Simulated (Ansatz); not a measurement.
Mulliken charges of C$_{3}$H$_{5}$NO (`COCC#N`) from PBE/def2-TZVPP in Ansatz (PBE0-D4/def2-TZVP geometry).

| atom | x (Å) | y (Å) | z (Å) | charge (e) |
| --- | --- | --- | --- | --- |
| C1 | 0.003 | -0.162 | -1.509 | -0.147 |
| O2 | 0.670 | -0.111 | -0.273 | -0.229 |
| C3 | -0.217 | 0.116 | 0.780 | 0.117 |
| C4 | 0.518 | 0.160 | 2.039 | -0.296 |
| N5 | 1.066 | 0.201 | 3.047 | 0.076 |
| H6 | -0.511 | 0.784 | -1.727 | 0.087 |
| H7 | 0.759 | -0.341 | -2.272 | 0.121 |
| H8 | -0.733 | -0.977 | -1.535 | 0.087 |
| H9 | -0.975 | -0.679 | 0.852 | 0.092 |
| H10 | -0.753 | 1.070 | 0.661 | 0.092 |

**Question.** By hand: the dipole of these point charges (1 e Å = 4.8032 D).

**Answer.** Σ q r = (-0.427, 0.009, -0.416) e Å, of length 0.596 e Å = 2.86 D.

**Question.** How does the dipole of the full density compare? (Best estimate.)

**Answer.** The calculation gave: (-0.590, -0.007, -0.751) e Å, 4.59 D; the point charges give 0.62 times that, at 8° from its direction.

Point charges leave out the atoms' own dipoles, such as those of lone pairs, and Mulliken's split depends on the basis, so the two needn't agree.
